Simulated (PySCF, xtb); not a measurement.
acetylene (C2H2), SMILES C#C.

GFN2-xTB (xtb) at its own geometry gives an orbital gap of 7.29 eV and a dipole moment of 0.00 D.

Coordinates come from a PBE0-D3(BJ)/def2-TZVPD optimisation.

**Question.** What does PBE/def2-TZVPD (PySCF) give? (An estimate is asked for; the answer gives what the named calculation found.)

**Answer.** gap 6.90 eV (levels -7.19 and -0.29 eV), dipole 0.00 D.
